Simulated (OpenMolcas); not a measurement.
A ladder of methods for AlH (SMILES [AlH])

AlH: 2 atoms, total charge 0, spin state singlet. As SMILES, `[AlH]`. The shape is that of a PBE0-D4/def2-TZVP optimisation.

```tsv
atom	x (Å)	y (Å)	z (Å)
Al	0.0000	0.0000	-0.0256
H	0.0000	0.0000	1.6391
```

Each level gives the energy change with the Al1–H2 bond stretched from 1.665 to 2.913 Å (eV). The values are calculated.

| level | kind | program | value (eV) | less FCI/6-311G | CPU time (all runs) |
| --- | --- | --- | --- | --- | --- |
| HF/6-311G (restricted) | Hartree–Fock | OpenMolcas | 2.14 | +0.60 | 3 s |
| SVWN5/6-311G (restricted) | LDA | OpenMolcas | 1.73 | +0.19 | 5 s |
| PBE/6-311G (restricted) | GGA | OpenMolcas | 1.72 | +0.18 | 6 s |
| r2SCAN/6-311G (restricted) | meta-GGA | OpenMolcas | 1.86 | +0.32 | 7.1 s |
| M06-2X/6-311G (restricted) | hybrid meta-GGA | OpenMolcas | 1.96 | +0.42 | 6.1 s |
| PBE0/6-311G (restricted) | global hybrid | OpenMolcas | 1.92 | +0.38 | 6 s |
| MP2/6-311G (restricted) | perturbation theory | OpenMolcas | 1.89 | +0.35 | 3.1 s |
| ACPF/6-311G (restricted) | coupled cluster or CI | OpenMolcas | 1.52 | -0.02 | 3.3 s |
| FCI/3-21G | exact in the basis | OpenMolcas | 1.63 | +0.09 | 4.5 s |
| FCI/6-311G | exact in the basis | OpenMolcas | 1.54 | 0.00 | 4.4 s |

FCI/6-311G is exact within its basis and frozen core, so for wave-function methods in that basis the difference is their error; functionals converge differently with the basis, so for them it is only a difference. Spin-restricted single references rise too steeply as a bond breaks, Hartree–Fock most of all. The first shape isn't each level's own minimum. The values span 1.52 to 2.14 eV. High-level rows in very small sets aren't better than simpler rows in larger ones. Times are those of the runs behind each value, whatever else they computed, on shared processors of several kinds: orders of magnitude only.
